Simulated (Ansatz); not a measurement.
Which method gave which barrier?

Saddle point of SiNH₇O, closed shell (SiNH₅O ([NH2][SiH2][OH]) + H₂ → SiH₄O ([OH][SiH3]) + NH₃; bonds formed: Si1–H7, N2–H6; bonds broken: Si1–N2, H6–H7), PBE0-D4/def2-TZVP structure:

Si1  (-0.695, -0.256, -0.032)
N2  (1.150, -0.476, 0.182)
H3  (-1.006, -1.547, -0.725)
H4  (-1.333, -0.416, 1.296)
O5  (-1.177, 0.761, -1.234)
H6  (0.932, 0.583, 0.683)
H7  (0.028, 1.329, 0.784)
H8  (1.479, -1.277, 0.710)
H9  (1.677, -0.384, -0.679)
H10  (-1.055, 1.681, -0.983)
(Å)

Program: Ansatz 0.2.0. Basis: def2-TZVPP, with def2-QZVPP for the basis limit. Cores are frozen in the correlated methods. B3LYP uses VWN-RPA correlation. Extrapolation: Hartree–Fock as exp(−7.88 √X), correlation as X^−2.97. Four methods, as single points on the PBE0-D4 structures, gave these electronic barriers from the start structure: 40.49, 48.05, 49.60, 61.96 kcal/mol.

Question: The methods were, in alphabetical order, B3LYP-D4, CCSD(T), HF, PBE-D4. Which gave which? (A judgement: the text doesn't fix the answer.)

Answer: By the calculation: PBE-D4 40.49; B3LYP-D4 48.05; CCSD(T) 49.60; HF 61.96 kcal/mol. For comparison, CCSD(T) at an estimated basis limit (MP2 extrapolated from triple and quadruple zeta, plus CCSD(T) − MP2 in triple zeta) gives 50.14 kcal/mol.

No T1 diagnostic of these runs exceeds 0.012.

Labels in which every atom is bracketed show which atoms are joined, not bond orders.

For scale, one of the runs: CCSD(T)/def2-TZVPP, 202 basis functions (an equivalent command: `ansatz run in.yaml --threads 2`). Hardware: 2 CPU threads, shared host. Wall time 34 s; peak host memory 2.7 GiB.
